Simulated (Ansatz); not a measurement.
Basis-set extrapolation for `CC(O)(O)Cl` (PBE0-D4/def2-TZVP geometry, frozen core, Ansatz 0.2.0). Multiplicity 1, RHF reference.

```
                      def2-TZVPP   def2-QZVPP
                 HF  -687.987162  -688.010456
    MP2 correlation    -1.014990    -1.096460
CCSD(T) correlation    -1.090890      not run
```

Energies in hartree. Use E(X) = E(∞) + A·exp(−7.88·√X) for Hartree–Fock and E(X) = E(∞) + B·X^(−2.97) for correlation, with X = 3 and 4, and add CCSD(T) minus MP2 of the smaller set to the MP2 limit.

What is the CCSD(T) energy at the basis-set limit?

HF limit: -688.010456 + (-0.023294) × 0.13774 = -688.01366. MP2 limit: -1.096460 + (-0.081470) × 0.74074 = -1.15681. Higher-order term: -1.090890 − (-1.014990) = -0.07590. Total: -689.24637 hartree, 441.9 kJ/mol below CCSD(T)/def2-TZVPP.
